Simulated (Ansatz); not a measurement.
bcc Nb, treated with PBEsol-D3(BJ) (plane waves, PAW; Ansatz, a quantum-chemistry and plane-wave program).

Numerical settings: plane-wave cutoff 520 eV, 24×24×24 k mesh, Fermi–Dirac smearing 0.05 eV, no spin polarisation, scalar-relativistic PAW data made under PBE.

Pressure at four volumes; x = ln(V/16.835 Å³). One pressure is withheld.

```tsv
V (Å³/atom)	x	P (GPa)
15.825	-0.0619	?
16.162	-0.0408	8.50
16.835	0.0000	-0.09
17.845	0.0583	-10.25
```

Q: Pass a parabola P(x) through the three rows shown, estimate the bulk modulus and its pressure derivative near zero pressure, and predict the withheld pressure.

A: Slopes between the rows: (-0.09 − (8.50))/(0.0000 − (-0.0408)) = -210.54 and (-10.25 − (-0.09))/(0.0583 − (0.0000)) = -174.27 GPa. Their difference over the span 0.0991 is c = 36.27/0.0991 = 366.0 GPa, so P(x) = 8.50 + (-210.54)(x − (-0.0408)) + 366.0 (x − (-0.0408))(x − (0.0000)). At the middle row B = −dP/dx = −[-210.54 + 366.0 × 0.0408] = 195.6 GPa, and B′ = dB/dP = 2c/B = 3.7. At x = -0.0619 the parabola gives 13.42 GPa; the run gives 13.45 GPa. The Birch–Murnaghan fit to the energies at all volumes has B0 = 195 GPa and B′ = 3.8.

Measured, for comparison: bulk modulus 173 GPa (0 K value with the zero-point phonon effect removed; as tabulated in Mejia-Rodriguez and Trickey (2018), arXiv:1807.09216). Computed (rounded) less measured: bulk modulus +13 %.
